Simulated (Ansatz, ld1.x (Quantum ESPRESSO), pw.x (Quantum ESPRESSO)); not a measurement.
From atom to crystal: PAW potential for Tc (Z = 43)

* Element: Tc (Z = 43)
* Generator: ld1.x (Quantum ESPRESSO) 7.5
* Type: PAW
* Functional: PBEsol
* Relativity: scalar-relativistic
* Frozen core: [Ar] 3d10
* Valence charge: 15
* Reference configuration: 4s2 4p6 4d5 5s2 5p0
* Partial waves: 4s (bound): rcut 1.35, rcutus 1.60 bohr; 5s (bound): rcut 1.35, rcutus 1.60 bohr; 4p (bound): rcut 1.65, rcutus 2.10 bohr; 5p (bound, empty): rcut 1.65, rcutus 2.10 bohr; 4d (bound): rcut 1.55, rcutus 2.15 bohr; 4d channel at 0.65 Ry: rcut 1.55, rcutus 2.15 bohr
* Local potential: all-electron potential smoothed inside 1.95 bohr (lloc = -2)
* Core correction: Bessel-smoothed model core, default radius (core density twice the valence density)
* Augmentation charge: BESSEL, radius 1.10 bohr

Atomic tests: cutoffs needed: 30 Ry and 45 Ry (the cutoffs (Ry, on a coarse ladder) from which the occupation-weighted sum of valence levels, in a spherical-Bessel basis at the reference potential, stays within 10 and 1 mRy of its value at 400 Ry); ghost test: no extra level below or beside the all-electron valence levels (s, p, d, f tested) (spherical-Bessel basis up to 400 Ry, 20 bohr box); largest excitation error: +6.3 meV (all-electron minus pseudo) for 4s2 4p6 4d4 5s2 5p0, out of 7 test configurations.

Crystal test: bcc Tc in pw.x 7.5, no spin, 15³ k-points, Fermi–Dirac smearing 0.01 Ry, cutoffs 55/440 Ry. The lattice is a test structure that the element need not adopt, and mesh and smearing are coarse.

pw.x input:

```
&control
  calculation='scf', prefix='x', pseudo_dir='./', outdir='./tmp', tstress=.true., disk_io='low'
/
&system
  ibrav=0, nat=1, ntyp=1, ecutwfc=55, ecutrho=440, nbnd=15,
  occupations='smearing', smearing='fd', degauss=0.01
/
&electrons
  conv_thr=1e-09, mixing_beta=0.4, electron_maxstep=70
/
ATOMIC_SPECIES
Tc 1.0 Tc.UPF
CELL_PARAMETERS angstrom
  -1.52563353 1.52563353 1.52563353
  1.52563353 -1.52563353 1.52563353
  1.52563353 1.52563353 -1.52563353
ATOMIC_POSITIONS crystal
Tc 0.0000 0.0000 0.0000
K_POINTS automatic
15 15 15 0 0 0
```

```bash
pw.x < Tc.scf.in > Tc.scf.out
```

How does the run end?

It converges; the pressure is 3.01 GPa against 0.02 GPa from all-electron LAPW.  The log shows:

```
     charge density cutoff     =     440.0000  Ry
     scf convergence threshold =      1.0E-09
     Exchange-correlation= SLA  PW   PSX  PSC
     number of k points=   120  Fermi-Dirac smearing, width (Ry)=  0.0100
     iteration #  1     ecut=    55.00 Ry     beta= 0.40
     total energy              =    -391.79419631 Ry
     estimated scf accuracy    <       0.19017601 Ry
     iteration #  2     ecut=    55.00 Ry     beta= 0.40
     total energy              =    -391.79798082 Ry
     estimated scf accuracy    <       0.04272834 Ry
     iteration #  3     ecut=    55.00 Ry     beta= 0.40
     total energy              =    -391.79938788 Ry
     estimated scf accuracy    <       0.00149042 Ry
     iteration #  4     ecut=    55.00 Ry     beta= 0.40
     total energy              =    -391.79969083 Ry
     estimated scf accuracy    <       0.00003552 Ry
     [... 7 iterations left out ...]
     iteration # 12     ecut=    55.00 Ry     beta= 0.40
     total energy              =    -391.79972355 Ry
     estimated scf accuracy    <       0.00000004 Ry
     iteration # 13     ecut=    55.00 Ry     beta= 0.40
     total energy              =    -391.79972355 Ry
     estimated scf accuracy    <       0.00000002 Ry
     iteration # 14     ecut=    55.00 Ry     beta= 0.40
     total energy              =    -391.79972355 Ry
     estimated scf accuracy    <          9.3E-09 Ry
     iteration # 15     ecut=    55.00 Ry     beta= 0.40
     the Fermi energy is    22.3492 ev
!    total energy              =    -391.79972355 Ry
     estimated scf accuracy    <          1.9E-11 Ry
     smearing contrib. (-TS)   =      -0.00634226 Ry
     The total energy is F=E-TS. E is the sum of the following terms:
     one-electron contribution =     -18.63301324 Ry
     hartree contribution      =      28.59484377 Ry
     xc contribution           =     -90.17870584 Ry
     ewald contribution        =    -142.00817496 Ry
     one-center paw contrib.   =    -169.56833102 Ry
     convergence has been achieved in  15 iterations
          total   stress  (Ry/bohr**3)                   (kbar)     P=       30.13
```
